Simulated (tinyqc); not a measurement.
Inside a calculation. Method: extended Hueckel theory, for SiH2. One step of it, computed by the program tinyqc.

Question. Mulliken analysis. P = C n C^T; charge = valence electrons (Si 4, H 1) minus the sum of (P S)_ii on the atom; overlap population = 2 sum P_ij S_ij between two atoms.

coefficients:
```
              MO1        MO2        MO3       MO4        MO5        MO6
1Si 3s   0.666059   0.000650  -0.434525  0.000000  -0.027094   1.010640
1Si 3px  0.000000   0.000000   0.000000  1.000000   0.000000   0.000000
1Si 3py  0.000033  -0.400740   0.001142  0.000000   1.236176   0.040173
1Si 3pz  0.004068   0.000144   0.822757  0.000000  -0.023179   0.789535
2H 1s    0.314529  -0.501572   0.208628  0.000000  -0.769412  -0.917746
3H 1s    0.312607   0.504530   0.209120  0.000000   0.819596  -0.863242
```

occupations: 2.000000  2.000000  2.000000  0.000000  0.000000  0.000000

overlap S, lower triangle:
```
           1Si 3s   1Si 3px    1Si 3py   1Si 3pz     2H 1s     3H 1s
1Si 3s   1.000000
1Si 3px  0.000000  1.000000
1Si 3py  0.000000  0.000000   1.000000
1Si 3pz  0.000000  0.000000   0.000000  1.000000
2H 1s    0.419568  0.000000   0.442499  0.284207  1.000000
3H 1s    0.416872  0.000000  -0.440672  0.282856  0.045044  1.000000
```

Give: charges; Overlap populations.

Answer.

charges: 1Si 0.3100, 2H -0.1539, 3H -0.1562

Overlap populations:
```
pair      value
2-1    0.751618
3-1    0.748361
3-2   -0.020019
```
